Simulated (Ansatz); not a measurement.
This geometry of BFH2 + ClH (6 atoms, charge 0, multiplicity 1) is a first-order saddle point.

Method: RKS r2SCAN-D4/def2-SVP in Ansatz.

```xyz
6
Properties=species:S:1:pos:R:3
B 0.010 -0.191 0.031
F 0.008 0.140 1.542
H 1.063 0.103 -0.463
H -1.062 0.037 -0.455
Cl 0.073 -2.160 0.545
H 0.045 -1.044 1.611
```

Which two structures does it join? (They come from a converged band through this point; their orientation in space is the band's.)

Bonds broken: B1–F2, Cl5–H6. Bonds formed: B1–Cl5, F2–H6. BFH2 + ClH becomes BClH2 + FH.

Image 0:

```xyz
6
Properties=species:S:1:pos:R:3
B -0.006 0.264 -0.035
F -0.011 0.599 1.254
H 1.063 0.208 -0.593
H -1.074 0.140 -0.583
Cl 0.089 -2.500 0.835
H 0.075 -1.826 1.934
```

Image 6:

```xyz
6
Properties=species:S:1:pos:R:3
B 0.014 -0.411 -0.183
F 0.007 0.115 1.747
H 1.059 0.104 -0.470
H -1.061 0.040 -0.466
Cl 0.071 -2.182 0.154
H 0.047 -0.780 2.030
```

How far does it lie above each of them?

72.9 kJ/mol above the first and 25.6 kJ/mol above the second. This is the barrier of this one path; another mechanism may lie lower. The orbitals stay closed-shell, which can raise the energy where a bond breaks towards radicals; this wasn't checked here.

Run time: 2.1 min on 1 thread of Arm Neoverse V1, with other jobs on the host, peak memory 0.11 GiB.
